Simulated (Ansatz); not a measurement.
Barium, bcc: convergence with Methfessel-Paxton smearing

Computed with Ansatz, PBE, scalar-relativistic PAW, on the relaxed cell (a = 5.025 Å; spin not included). Errors count from a run at 420 eV on a Γ-centred 15×15×15 mesh with Fermi-Dirac smearing of 0.1 eV, extrapolated to zero width. Fixed here: cutoff 420 eV, mesh 9×9×9. The SCF starts from atomic densities corrected by a trained network.

| width (eV) | E(σ→0) error (meV/atom) | F error (meV/atom) | P (GPa) | SCF iterations |
| --- | --- | --- | --- | --- |
| 0.01 | 2.0 | 1.9 | 0.00 | 5 |
| 0.03 | 1.8 | 1.6 | 0.01 | 5 |
| 0.1 | 0.7 | 0.2 | 0.00 | 5 |
| 0.2 | -0.5 | -0.2 | -0.01 | 5 |
| 0.6 | 8.8 | 20.2 | -0.08 | 5 |
| 1.0 | 40.3 | 27.9 | 0.09 | 5 |

**Question.** What does the run at 0.3 give (width)?

**Answer.** E(σ→0) error (meV/atom): -0.7; F error (meV/atom): 1.1; P (GPa): -0.03; SCF iterations: 5.
